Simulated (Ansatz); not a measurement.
Worked example: correlation energy of HBN, doublet

Geometry: a point of a bend scan, not a stationary point.

| atom | x (Å) | y (Å) | z (Å) |
| --- | --- | --- | --- |
| B | -0.1490 | 0.0000 | 0.6493 |
| N | 0.1090 | 0.0000 | -0.6307 |
| H | 0.0830 | 0.0000 | 1.8000 |

Basis 6-31G; Ansatz 0.2.0. Correlated methods freeze the noble-gas cores, which leaves 9 electrons in 18 orbitals. Prefix R: restricted or restricted open-shell reference; prefix U: unrestricted.

Full CI is exact within this basis and frozen core; it isn't the basis-set limit. The frozen core follows each run's orbitals, which can shift R against U totals by a few meV.

The cluster runs stand on a determinant 0.02 eV above the lowest UHF solution, chosen by trial CCSD; the correlation energy below is counted from it.

Runs differ by some tens of microhartree through their thresholds and, for an open shell, their frozen cores, so steps under 0.1 kcal/mol mean nothing.

```json
{"level": "UHF determinant under the cluster runs", "total energy (hartree)": "-79.589490"}
{"level": "UMP2", "total energy (hartree)": "-79.725017"}
{"level": "UCCSD", "total energy (hartree)": "-79.745774"}
{"level": "UCCSD(T)", "total energy (hartree)": "-79.750555"}
{"level": "UCCSDT", "total energy (hartree)": "-79.751727"}
{"level": "UCCSDT(Q)", "total energy (hartree)": "-79.752323"}
{"level": "full CI", "total energy (hartree)": "-79.752133"}
```

Question: What is the correlation energy at full CI, and what share of it do UMP2 and UCCSDT recover?

Answer: E(corr) = -79.752133 − (-79.589490) = -0.162643 hartree = -4.426 eV. UMP2: -0.135527 / -0.162643 = 83.33 %. UCCSDT: -0.162237 / -0.162643 = 99.75 %.

Question: By how many kcal/mol does UCCSD(T) miss full CI (1 hartree = 627.509 kcal/mol), and which steps make up the rest?

Answer: -79.750555 − (-79.752133) = 0.001578 hartree = 0.99 kcal/mol. Steps: UCCSDT − UCCSD(T) = -0.74, UCCSDT(Q) − UCCSDT = -0.37, full CI − UCCSDT(Q) = 0.12 kcal/mol. Differences between like states or geometries often cancel part of this.
